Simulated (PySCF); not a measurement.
# Structure from 2D NMR

Compound of formula C5H10. Correlations simulated from computed shifts and couplings:

HSQC (one-bond C–H):
```csv
δH,δC,"1J(C,H) (Hz)"
5.95,155.8,158
5.37,118.4,161
5.13,118.4,162
2.13,40.3,135
1.05,25.4,132
```

COSY cross peaks (|J| ≥ 2 Hz):
```csv
δH,δH,abs. J (Hz),bonds
5.95,5.37,17.4,3
5.95,5.13,11.2,3
5.95,2.13,10.0,3
2.13,1.05,6.9,3
```

HMBC (two and three bonds, |J| ≥ 2.5 Hz):
```csv
δH,δC [abs. J in Hz]
5.95,"40.3 [4.6], 25.4 [3.0]"
5.37,40.3 [8.0]
5.13,40.3 [12.1]
2.13,"155.8 [2.6], 118.4 [6.4]"
1.05,"155.8 [5.1], 40.3 [3.4], 25.4 [5.7]"
```

Calculated, not measured (PySCF 2.14): PBE0/pcSseg-1 with gauge-including orbitals, couplings computed with B3LYP/pcJ-1 (without the spin–dipole term), GFN2-xTB geometry. One averaged value for each set of equivalent atoms, no solvent model, relativity neglected, one conformer.

Shifts are taken against calculated references (same method and geometry level): 1H (σ = 31.72 ppm) and 13C (σ = 186.93 ppm) vs TMS.

Exchangeable hydrogens are left out of these lists, and C,H couplings along chains are those of one rotamer, so weak HMBC peaks may be missing or extra.

Task: Assemble the structure.

Result: `CC(C=C)C`.

Structure with atom numbers: `[CH2:1]=[CH:2][CH:3]([CH3:4])[CH3:5]`; H(Xn) means a hydrogen on atom n. Ha(C1) is cis to C3; Hb(C1) is trans to C3.

1. δC 155.8 is C2, an alkene CH (δH 5.95).
2. δC 118.4 is C1, a terminal =CH2 carbon (δH 5.37, 5.13).
3. δC 40.3 is C3, an allylic sp3 CH (δH 2.13).
4. δC 25.4 is C4/C5, a methyl carbon (δH 1.05).
5. COSY links 5.95–5.37, 5.95–5.13, 5.95–2.13, 2.13–1.05.

Unscaled 3J(H,H) at this level run about 10 % above measured values. Shifts are as computed. Against solution values, carbons near 30 ppm lie about +3 ppm off and those near 130 ppm about +5 ppm. Of 1211 compounds with measured shifts, 218 miss one by over three times the rms of a fit or turn the order of signals round; such compounds aren't used in these exercises. Couplings across =CH–CH2 type bonds come from one rotamer and its mirror image, and can be 1–2 Hz further off. Only one conformer was computed, so three-bond couplings in flexible chains and rings are approximate.
